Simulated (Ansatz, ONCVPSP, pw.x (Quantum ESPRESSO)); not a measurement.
**nickel: one change to the ONCV potential, in the atom and in the fcc crystal**

* Element: Ni
* Generator: ONCVPSP 4.0.1.1 (patched build)
* Type: optimised norm-conserving Vanderbilt (ONCV)
* Functional: PBE
* Relativity: scalar-relativistic
* Frozen core: [Ar]
* Valence charge: 10
* Reference configuration: 3d8 4s0.5 (charge +1.5)
* Partial waves: 4s: rc 1.95 bohr, ncon 4, nbas 7, qcut 3.1 1/bohr, 2 projectors, debl 3.2 Ha; p scattering state at 0.03 Ha: rc 2.00 bohr, ncon 4, nbas 9, qcut 4.6 1/bohr, 2 projectors, debl 1.7 Ha; 3d: rc 1.65 bohr, ncon 4, nbas 9, qcut 8.3 1/bohr, 2 projectors, debl 0.7 Ha
* Local potential: polynomial inside 1.50 bohr (lpopt 5, dvloc0 6 Ha)
* Core correction: Teter function, fcfact 2.5, rcfact 1.55

In the p channel the program set the typed energies aside and used 0.050, 1.750 Ha. In the d channel the program set the typed energies aside and used -0.845, 0.250 Ha.

Change: core correction Teter function, fcfact 2.5, rcfact 1.16.

Cutoffs, loose and tight: the cutoffs (Ha) at which the residual kinetic energy of the hardest occupied pseudo-wave falls to 1 and 0.1 mHa per electron. They do not see the model core or the augmentation charge, which bear on the density cutoff. Test errors are all-electron minus pseudo excitation energies from the reference, over the configurations 3d8 4s2; 3d8 4s1; 3d8 4s0; 3d8 4s1.5; variants that change the core or the reference have their own tests.

Crystal test: fcc Ni in pw.x 7.5, no spin, 16³ k-points, Fermi–Dirac smearing 0.01 Ry, cutoffs set for each file from its atomic test. The reference is all-electron LAPW (Ansatz 0.2.0) with the same functional, mesh and smearing; V0 and B0 come from Birch–Murnaghan fits to the pressures at five volumes. Errors are pseudo minus all-electron; Δ is the rms difference of the E(V) curves that follow from these fits, minima aligned, over ±6 % about the mean V0. Mesh and smearing are coarse, so the numbers serve the comparison and aren't converged zero-temperature values; the lattice is a test structure that the element need not adopt. Spin polarisation and strong correlation are left out, which matters for this element.

All-electron: a0 = 3.517 Å (V0 = 10.88 Å³/atom), B0 = 198.9 GPa.

Does the change bring the crystal closer to the all-electron result?

The mean pressure error goes from -7.16 to -9.17 GPa, so the change moves the solid further from the all-electron pressures.

| quantity | base | changed |
| --- | --- | --- |
| outcome (atom) | generated, projector energies reset by the program | generated, projector energies reset by the program |
| cutoff, loose (atom) | 31 Ha | 31 Ha |
| cutoff, tight (atom) | 50 Ha | 50 Ha |
| bound ghosts (atom) | none | none |
| largest test error (meV) (atom) | +30 | +49 |
| cutoffs in pw.x (Ry) | 120/480 | 120/480 |
| a0 (Å) | 3.475 | 3.462 |
| a0 error (%) | -1.21 | -1.56 |
| B0 error (%) | +7.8 | +9.9 |
| Δ (meV/atom) | 17.6 | 22.8 |
| mean pressure error (GPa) | -7.16 | -9.17 |

Base: This is a poor potential for the solid. Changed file: This is a poor potential for the solid.
